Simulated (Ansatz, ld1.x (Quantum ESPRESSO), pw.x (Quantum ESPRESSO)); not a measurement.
# From atom to crystal: TM potential for aluminium

| Quantity | Value |
| --- | --- |
| Element | aluminium |
| Generator | ld1.x (Quantum ESPRESSO) 7.5 |
| Type | norm-conserving Troullier–Martins (Kleinman–Bylander form) |
| Functional | PBE |
| Relativity | scalar-relativistic |
| Frozen core | [Ne] |
| Valence charge | 3 |
| Reference configuration | 3s1.5 3p1.5 |
| Partial waves | 3s (bound): rc 2.05 bohr; 3p (bound): rc 1.65 bohr |
| Local potential | all-electron potential smoothed inside 1.60 bohr (lloc = -2) |
| Core correction | none |

Crystal test: fcc Al in pw.x 7.5, no spin, 14³ k-points, Fermi–Dirac smearing 0.01 Ry, cutoffs 45/180 Ry. The lattice is a test structure that the element need not adopt, and mesh and smearing are coarse.

pw.x input:

```
&control
  calculation='scf', prefix='x', pseudo_dir='./', outdir='./tmp', tstress=.true., disk_io='none'
/
&system
  ibrav=0, nat=1, ntyp=1, ecutwfc=45, ecutrho=180, nbnd=8,
  occupations='smearing', smearing='fd', degauss=0.01
/
&electrons
  conv_thr=1e-09, mixing_beta=0.4, electron_maxstep=70
/
ATOMIC_SPECIES
Al 1.0 Al.UPF
CELL_PARAMETERS angstrom
  0.00000000 2.02172157 2.02172157
  2.02172157 0.00000000 2.02172157
  2.02172157 2.02172157 0.00000000
ATOMIC_POSITIONS crystal
Al 0.0000 0.0000 0.0000
K_POINTS automatic
14 14 14 0 0 0
```

```bash
pw.x < Al.scf.in > Al.scf.out
```

How does the run end?

It converges; the pressure is 2.41 GPa against -0.17 GPa from all-electron LAPW. This is a poor potential for the solid. The log shows:

```
     using ibrav=0 with symmetry is DISCOURAGED, use correct ibrav instead
     lattice parameter (alat)  =       5.4030  a.u.
     unit-cell volume          =     111.5297 (a.u.)^3
     number of electrons       =         3.00
     number of Kohn-Sham states=            8
     kinetic-energy cutoff     =      45.0000  Ry
     charge density cutoff     =     180.0000  Ry
     scf convergence threshold =      1.0E-09
     Exchange-correlation= PBE
     number of k points=   104  Fermi-Dirac smearing, width (Ry)=  0.0100
     iteration #  1     ecut=    45.00 Ry     beta= 0.40
     total energy              =      -4.14437848 Ry
     estimated scf accuracy    <       0.00368393 Ry
     iteration #  2     ecut=    45.00 Ry     beta= 0.40
     total energy              =      -4.14441241 Ry
     estimated scf accuracy    <       0.00128230 Ry
     iteration #  3     ecut=    45.00 Ry     beta= 0.40
     total energy              =      -4.14443081 Ry
     estimated scf accuracy    <       0.00000132 Ry
     iteration #  4     ecut=    45.00 Ry     beta= 0.40
     total energy              =      -4.14443157 Ry
     estimated scf accuracy    <       0.00000021 Ry
     iteration #  5     ecut=    45.00 Ry     beta= 0.40
     total energy              =      -4.14443160 Ry
     estimated scf accuracy    <          4.6E-09 Ry
     iteration #  6     ecut=    45.00 Ry     beta= 0.40
     the Fermi energy is     8.0053 ev
!    total energy              =      -4.14443161 Ry
     estimated scf accuracy    <          7.6E-10 Ry
     smearing contrib. (-TS)   =      -0.00207196 Ry
     The total energy is F=E-TS. E is the sum of the following terms:
     one-electron contribution =       2.85312990 Ry
     hartree contribution      =       0.00726273 Ry
     xc contribution           =      -1.60244362 Ry
     ewald contribution        =      -5.40030865 Ry
     convergence has been achieved in   6 iterations
          total   stress  (Ry/bohr**3)                   (kbar)     P=       24.10
     Message from routine punch:
     Nothing written, as per user request (disk_io='none')
```
